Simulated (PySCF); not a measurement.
C2H5NO.
SMILES: `[H]/N=C/OC`

Level of theory: MP2 and CCSD/aug-cc-pVDZ in PySCF, restricted Hartree–Fock reference, 4 core orbitals frozen, non-relativistic, gas phase, PBE0-D3(BJ)/def2-SVP geometry.

E(HF) = -207.96770 Eh.

Task: How large is the problem?

Result: 137 basis functions and 32 electrons; 4 orbitals frozen, which leaves o = 12 correlated occupied and v = 121 virtual orbitals. That is o·v = 1452 singles and o·v(o·v + 1)/2 = 1054878 distinct closed-shell doubles amplitudes before symmetry; the costliest CCSD step grows as o²v⁴ = 3.1 × 10^10.

Task: What are the MP2 and CCSD correlation energies?

Result: MP2 -0.6557 Eh and CCSD -0.6878 Eh, which gives totals of -208.62343 and -208.65547 Eh. That is 0.780 eV for each correlated electron at CCSD (1806 kJ/mol in all, 0.330 % of the total energy); MP2 gives 95.3 % of the CCSD value.

Task: What is the T1 diagnostic?

Result: 0.0143, below the customary warning level of 0.02. It is the norm of the spatial-orbital singles amplitudes over the root of the number of correlated electrons, so the norm is 0.070.

Task: How does correlation change the dipole moment?

Result: HF gives 0.92 D and CCSD (unrelaxed density) 0.75 D, a change of -0.17 D.

No triples correction and no basis-set extrapolation were made.

Conformer computed: `[H]/[N:4]=[CH:3]/[O:2][CH3:1]`: C1–O2–C3–N4 0°.

One conformer stands for the species.
